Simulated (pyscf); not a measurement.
Structures and frequencies: ωB97X-D3(BJ)/def2-SVP in PySCF.

### Question
PBE/def2-TZVP puts the barrier of F–B(F)–F (SMILES FB(F)F) + H₂C=CH₂ (SMILES C=C) → F–CH₂–CH₂–B(F)–F (SMILES FCCB(F)F) (addition across a multiple bond or ene-type step; singlet surface; B–F broken, C–F, B–C formed) at 27.9 kcal/mol and the reaction energy at +11.9 kcal/mol, from the separated reactants. What do r²SCAN/def2-TZVP, PBE0-D3(BJ)/def2-TZVP, ωB97M-D3(BJ)/def2-TZVP give on the same structures?

### Answer
r²SCAN: ΔE‡ = 28.4 kcal/mol, ΔE = +12.4 kcal/mol; PBE0-D3(BJ): ΔE‡ = 29.1 kcal/mol, ΔE = +9.4 kcal/mol; ωB97M-D3(BJ): ΔE‡ = 32.6 kcal/mol, ΔE = +13.6 kcal/mol. PBE's barrier lies under all of them, by 0.4 to 4.7 kcal/mol. Its reaction energy lies among theirs. This is the saddle that the search found; another between the same sides may lie lower.
